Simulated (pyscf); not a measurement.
Optimised with ωB97X-D3(BJ)/def2-SVP in PySCF. MP2 and CC: frozen core, UHF for open shells. ΔMP2 is the change of the MP2 total energy from the triple- to the quadruple-zeta basis.

Q: For the elementary gas-phase step HO–SiH•–OH (SMILES O[SiH]O) -> [O=SiH]• (SMILES O=[SiH]) + H₂O (SMILES O) (doublet surface; H–O, O–Si broken, H–O formed), what barrier and reaction energy does CCSD(T)/def2-TZVPP + ΔMP2(QZVPP) give, measured from the reactant's lowest minimum found?

A: ΔE‡ = 2.15 eV, ΔE = +2.54 eV. Zero-point energy shifts the barrier by -0.08 eV. It is an elimination, with an imaginary mode of 1042i cm⁻¹. On the product side the descent ends in an adduct with a O–Si contact, 0.74 eV under the separated species and 0.17 eV under the saddle at ωB97X-D3(BJ)/def2-TZVP. At CCSD(T) the saddle lies under the separated products, which points to a path from their complex (located at ωB97X-D3(BJ) alone), and parting the products costs more than the saddle. What is counted as broken (O–Si) persists as a longer contact in the product adduct; parting that adduct is a step of its own. The same reactants have a lower exit, to •O–SiH₂–OH (barrier +1.72 eV at ωB97M-D3(BJ), against +2.08 eV here). This is the saddle that the search found; another between the same sides may lie lower. The CCSD(T) − MP2 part came from Ansatz, without density fitting, on the same reference.
